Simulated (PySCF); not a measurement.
**Highest orbital energy against ionisation energy along the alkaline earths**

Calculated with PySCF 2.14, no spin-orbit coupling. Each cell gives −ε(HOMO) / ΔSCF in eV; NIST values include spin-orbit coupling, (s) semi-empirical, (t) theoretical.

```json
{"species": "Be (aug-cc-pVQZ-DK, spin-free X2C)", "UHF": "8.417 / 8.044", "LDA": "5.598 / 9.026", "PBE": "5.610 / 8.999", "PBE0": "6.495 / 8.974", "r2SCAN": "5.742 / 8.794", "NIST (lowest levels)": "9.323"}
{"species": "Mg (aug-cc-pVQZ-DK, spin-free X2C)", "UHF": "6.896 / 6.615", "LDA": "4.781 / 7.733", "PBE": "4.706 / 7.625", "PBE0": "5.434 / 7.553", "r2SCAN": "4.819 / 7.381", "NIST (lowest levels)": "7.646"}
{"species": "Ca (aug-cc-pVQZ-X2C, spin-free X2C)", "UHF": "5.341 / 5.137", "LDA": "3.866 / 6.244", "PBE": "3.766 / 6.101", "PBE0": "4.332 / 6.021", "r2SCAN": "3.830 / 5.833", "NIST (lowest levels)": "6.113"}
{"species": "Sr (aug-cc-pVQZ-X2C, spin-free X2C)", "UHF": "4.931 / 4.746", "LDA": "3.645 / 5.881", "PBE": "3.528 / 5.713", "PBE0": "4.049 / 5.626", "r2SCAN": "3.576 / 5.429", "NIST (lowest levels)": "5.695"}
{"species": "Ba (aug-cc-pVQZ-X2C, spin-free X2C)", "UHF": "4.438 / 4.274", "LDA": "3.353 / 5.394", "PBE": "3.233 / 5.223", "PBE0": "3.701 / 5.134", "r2SCAN": "3.262 / 4.931", "NIST (lowest levels)": "5.212"}
```

Problem. How far is −ε(HOMO) from ΔSCF on average for each method, and why?

Solution. UHF 0.24 eV; LDA -2.61 eV; PBE -2.56 eV; PBE0 -1.86 eV; r2SCAN -2.23 eV. Hartree-Fock orbital energies lack relaxation and so exceed the ΔSCF value; semilocal functionals have convex E(N) from self-interaction, so their HOMO lies far too high; exact exchange moves hybrids part of the way back.
